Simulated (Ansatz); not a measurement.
Start from `CC(O)(F)C=N` and change one atom or group to get `CC(O)F`.

Ansatz, PBE0-D4/def2-TZVP geometries, multiplicity 1. Each molecule was computed in one conformer, which needn't be the lowest.

```json
{"property": "HOMO energy (ωB97M-V/def2-TZVPP) / eV", "`CC(O)(F)C=N`": "-10.25"}
{"property": "LUMO energy (PBE/def2-TZVPP) / eV", "`CC(O)(F)C=N`": "-1.80"}
{"property": "size of the dipole moment (PBE/def2-TZVPP) / D", "`CC(O)(F)C=N`": "1.30"}
{"property": "HOMO energy (PBE/def2-TZVPP) / eV", "`CC(O)(F)C=N`": "-6.27"}
{"property": "HOMO–LUMO gap (PBE/def2-TZVPP) / eV", "`CC(O)(F)C=N`": "4.47"}
{"property": "HOMO–LUMO gap (ωB97M-V/def2-TZVPP) / eV", "`CC(O)(F)C=N`": "11.77"}
```

What does the change do to each property? (Estimate.)

Computed: 
```json
{"property": "HOMO energy (ωB97M-V/def2-TZVPP) / eV", "`CC(O)F`": "-11.35", "shift": "-1.10"}
{"property": "LUMO energy (PBE/def2-TZVPP) / eV", "`CC(O)F`": "0.16", "shift": "1.96"}
{"property": "size of the dipole moment (PBE/def2-TZVPP) / D", "`CC(O)F`": "1.53", "shift": "0.23"}
{"property": "HOMO energy (PBE/def2-TZVPP) / eV", "`CC(O)F`": "-7.16", "shift": "-0.89"}
{"property": "HOMO–LUMO gap (PBE/def2-TZVPP) / eV", "`CC(O)F`": "7.32", "shift": "2.85"}
{"property": "HOMO–LUMO gap (ωB97M-V/def2-TZVPP) / eV", "`CC(O)F`": "13.81", "shift": "2.04"}
```

With PBE0 the HOMO falls by 1.05 eV and the LUMO rises by 1.72 eV, so the gap widens by about 2.77 eV. PBE moves the HOMO by -0.89 eV and ωB97M-V by -1.10 eV. Dipoles are sizes alone; their direction can turn.
